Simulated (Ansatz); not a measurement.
Elements on the sites of an ideal fcc lattice, at a guessed lattice constant:

```
CELL_PARAMETERS angstrom
-3.79217 -3.79217 0.00000
0.00000 3.79217 3.79217
-3.79217 3.79217 -3.79217
ATOMIC_POSITIONS crystal
Cu 0.50000 0.00000 0.00000
Cu 0.83333 0.16667 0.66667
Cu 0.00000 0.50000 0.00000
Cu 0.83333 0.66667 0.66667
Cu 0.33333 0.66667 0.66667
Ru 0.16667 0.83333 0.33333
Rh 0.66667 0.83333 0.33333
Ag 0.66667 0.33333 0.33333
Ir 0.00000 0.00000 0.00000
Ir 0.33333 0.16667 0.66667
Ir 0.16667 0.33333 0.33333
Ir 0.50000 0.50000 0.00000
```

Cell and atoms were relaxed without symmetry on coarser meshes and computed once more. Level of theory: DFT PBE, scalar-relativistic, plane waves, PAW (Ansatz).

Plane waves to 420 eV, a k mesh through Γ of 7×7×5 on the computed 12-atom cell and Gaussian smearing (0.10 eV); no spin polarisation.

The relaxation ran on 3×3×2 (shifted) k points with a smearing of 0.1 eV, from sites shaken by 0.02 Å.

Question: What does the relaxation give?

Answer: A volume of 13.75 Å³/atom and no gap on the mesh. It lies 0.18 eV/atom above the elements' standard states (static lattices, no corrections for gases). The atoms leave their sites by 0.08 Å (root mean square) and 0.14 Å at most, and the cell stretches by up to 1.0 % at fixed volume.

```
Cu Ru Rh Ag Ir
1.0
    -3.83160   -3.78606    0.03805
    -0.00641    3.75442    3.79290
    -3.79085    3.78336   -3.81543
Cu Ru Rh Ag Ir
5 1 1 1 4
Direct
  0.50186 0.99833 0.99379
  0.81488 0.16056 0.67679
  0.99400 0.49564 0.99155
  0.82574 0.66653 0.67509
  0.32412 0.66374 0.66941
  0.18283 0.83651 0.33848
  0.67514 0.83484 0.33581
  0.68499 0.33869 0.33721
  0.00707 0.99476 0.00977
  0.30405 0.15617 0.67056
  0.18248 0.33833 0.33317
  0.49019 0.50346 0.99306
```

The final mesh leaves forces up to 0.16 eV/Å and stresses up to 0.5 GPa: the relaxation ran on a coarser mesh, so the cell's shape, its bonds and its energy belong partly to that mesh.

Spin-orbit coupling is left out, which matters for the bands of heavy elements.